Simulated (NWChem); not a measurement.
Molecule: DMSO (C$_{2}$H$_{6}$OS); SMILES CS(C)=O

**Question.** Give the equilibrium geometry at PBE0/def2-SVP (NWChem) as a list of bonds and angles, with the point group.

**Answer.** point group Cs; any orientation.
Bonded distances (Å): C1–S2 1.817, C1–H5 1.098, C1–H6 1.100, C1–H7 1.100, S2–C3 1.817, S2–O4 1.501, C3–H8 1.100, C3–H9 1.098, C3–H10 1.100. Angles (°): S2–C1–H5 106.1, S2–C1–H6 110.9, S2–C1–H7 108.5, H5–C1–H6 110.1, H5–C1–H7 109.6, H6–C1–H7 111.6, C1–S2–C3 96.7, C1–S2–O4 106.2, C3–S2–O4 106.2, S2–C3–H8 108.5, S2–C3–H9 106.1, S2–C3–H10 110.9, H8–C3–H9 109.6, H8–C3–H10 111.6, H9–C3–H10 110.1.
